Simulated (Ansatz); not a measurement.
Geometry optimisation, UHF/def2-SVP (Ansatz 0.2.0).

Input:

```yaml
crystal:
  periodic: [false, false, false]
  atoms:
    - { symbol: Si, position_ang: [-0.006432, 0.016935, -0.113085] }
    - { symbol: H, position_ang: [0.016717, -0.004053, 1.352212] }
    - { symbol: F, position_ang: [1.507941, -0.036234, -0.659864] }
    - { symbol: H, position_ang: [-0.632482, 1.254742, -0.610795] }
    - { symbol: H, position_ang: [-0.715839, -1.167722, -0.634162] }
    - { symbol: O, position_ang: [-0.246424, 0.039174, 3.554273] }
    - { symbol: H, position_ang: [-0.31388, -0.903942, 3.696621] }
magnetization:
  spin_polarized: true
  initial_magnetization: 1
basis:
  gaussian: { orbitals: def2-SVP }
hamiltonian:
  xc: hf
relax:
  f_tol: 0.03
  max_steps: 50
output:
  orbitals: {}
```

Launched with:

```bash
$ ansatz run input.yaml --threads 1 --pin off --max-ram 2048MiB --backend cpu --events-out ev --progress --plain --runs-dir out
```

Task: Where does it end, and by what steps?

Result: It converged. The force dipped under the threshold on the way, but the program's further checks kept it going. After 19 steps the energy has fallen by 0.093 eV; O6 moved furthest, 0.77 Å.

```
step  energy less start (eV)  largest force component (eV/Å)  accepted
   0                  0.0000                           0.242       yes
   1                 -0.0318                           0.955       yes
   2                 -0.0630                           0.797       yes
   3                 -0.0759                           0.622       yes
   4                 -0.0634                           1.074        no
   5                 -0.0803                           0.421       yes
   6                 -0.0856                           0.031       yes
   7                 -0.0885                           0.071       yes
   8                 -0.0874                           0.393        no
   9                 -0.0895                           0.041       yes
  10                 -0.0910                           0.006       yes
  11                 -0.0288                           2.205        no
  12                 -0.0864                           0.693        no
  13                 -0.0915                           0.089       yes
  14                 -0.0923                           0.004       yes
  15                 -0.0911                           0.396        no
  16                 -0.0925                           0.048       yes
  17                 -0.0926                           0.007       yes
  18                 -0.0876                           0.742        no
  19                 -0.0927                           0.006       yes
```

```xyz
7
Properties=species:S:1:pos:R:3
Si -0.011 0.010 -0.305
H -0.033 -0.122 1.162
F 1.518 -0.132 -0.797
H -0.508 1.334 -0.721
H -0.798 -1.064 -0.938
O -0.718 -0.222 4.100
H 0.158 -0.605 4.084
```

Whether the end is a true minimum wasn't checked by a vibrational analysis.

Time of the run: 20 s on 1 thread of Intel(R) Xeon(R) 6975P-C (Granite Rapids), on a shared host, peak memory 0.16 GiB.
